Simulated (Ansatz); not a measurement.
Species: CN, charge 1, multiplicity 1. SMILES of the parent species: N#[C]
Structure (B3LYP-D3(BJ)/def2-TZVP (Ansatz, a quantum-chemistry and plane-wave program) minimum search):
```xyz
2

C      0.0000     0.0000    -0.6312
N      0.0000     0.0000     0.5411
```
Charge +1, spin multiplicity 1.

Q: Give the harmonic wavenumbers at B3LYP-D3(BJ)/def2-TZVP (Ansatz, finite differences of forces, unscaled).

A: 2079 cm⁻¹. Zero-point energy 3.0 kcal/mol.

Q: From these and the geometry, give the ideal-gas thermochemistry at 298.15 K and 1 atm (rigid rotor, harmonic oscillator).

A: Point group C∞v, rotational symmetry number 1. Rotational constants 56.87, 56.87 GHz. S(trans) 35.70, S(rot) 11.31, S(vib) 0.00, S(elec, spin only) 0.00, S 47.0 cal/(mol K). H(298) - H(0) 2.07 kcal/mol; G - E(el) -9.0 kcal/mol.
